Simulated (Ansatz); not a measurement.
# Al2O+ (quartet): the correlation ladder, def2-TZVPP

One table from this session's results is given with a row withheld; the runs are named, their logs left out.

Method: def2-TZVPP, core rule «outside noble gas», up to 11 orbitals frozen; program: Ansatz 0.2.0, Gaussian basis.

The runs, in order: UHF; ROHF; CCSD(T) on UHF.

2 further runs of the same task are left out: 2 set aside as unsound or not needed.

## The system

The geometry is a PBE0/def2-TZVP stationary point (not a proven minimum) of the parent state, kept for this charge and spin.

3 atoms, charge 1, spin multiplicity 4.

Atoms are counted from 1 here; the program's logs count them from 0.

Bond lengths: Al1–O2 1.699 Å, O2–Al3 1.699 Å. Angles: Al1–O2–Al3 180.0°.

The first run:

in.yaml reads:

```yaml
crystal:
  periodic: [false, false, false]
  atoms:
    - {symbol: Al, position_ang: [0.000000, 0.000000, 1.699100]}
    - {symbol: O, position_ang: [0.000000, 0.000000, 0.000000]}
    - {symbol: Al, position_ang: [0.000000, 0.000000, -1.699100]}
basis:
  gaussian: {orbitals: def2-TZVPP}
total_charge: 1
magnetization: {spin_polarized: true, initial_magnetization: 3}
hamiltonian: {xc: hf}
output: {orbitals: {seedname: orbitals}}
```

On the command line:

```bash
$ ansatz run in.yaml --threads 1 --pin off --events-out ev --progress --plain --max-ram 4096MiB --backend cpu
```

Among the steps run: UHF; ROHF; CCSD(T) on UHF.

One table of the session follows, with a row left open; its other results are not shown here.

| method | from UCCSD(T) (meV) |
| --- | --- |
| ROHF | ? |
| UHF | +8447.9 |
| UMP2 | +475.2 |
| UCCSD | +379.5 |
| UCCSD(T) | 0 |

Q: Estimate the row for ROHF from the others.

The run gave: from UCCSD(T) (meV): +8478.9. In the column «from UCCSD(T) (meV)» it is the highest.

The program flags UCCSD(T) as in doubt (see the logs), so the zero of the table is itself unsure.

Caveats from the session: The report flags that the cluster equations may have other roots. The program flags UCCSD(T) as in doubt, so the zero of the table is itself unsure. Warnings: coupled cluster took another determinant than the lowest.
